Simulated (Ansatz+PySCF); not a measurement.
Results of a calculation; reference values are marked as such.
**Several solutions for singlet C₂H₆**

| atom | x (Å) | y (Å) | z (Å) |
| --- | --- | --- | --- |
| C | 0.0000 | 0.0000 | -0.7596 |
| C | 0.0000 | 0.0000 | 0.7596 |
| H | 0.0000 | -1.0240 | -1.1651 |
| H | -0.8868 | 0.5120 | -1.1651 |
| H | 0.8868 | 0.5120 | -1.1651 |
| H | 0.0000 | 1.0240 | 1.1651 |
| H | -0.8868 | -0.5120 | 1.1651 |
| H | 0.8868 | -0.5120 | 1.1651 |

Basis set: def2-SVP (spherical functions). Charge 0, multiplicity 1.

CASSCF(2,2) was run from several starts with Ansatz (development build ahead of 0.2.0) and PySCF 2.14.0. The starts are those of the Hartree–Fock orbitals from which the active space was taken at the frontier.

```csv
run,program,start,converged,energy (hartree),<S²>
A,Ansatz,search for the lowest state,yes,-79.19049,0.00
B,Ansatz,"atomic start, no search",yes,-79.19049,0.00
C,PySCF,program defaults,yes,-79.17863,0.00
D,Ansatz,stability test followed,yes,-79.19049,0.00
```

Problem. Which runs reached the lowest solution of this kind, and what is wrong with the others?

Solution. A, B, D reached the lowest solution found. Converged but too high: C by 0.32 eV. Convergence only shows a stationary point; in CASSCF the end hangs on which orbitals enter the active space. Caution: other starts end on other solutions of this active space.
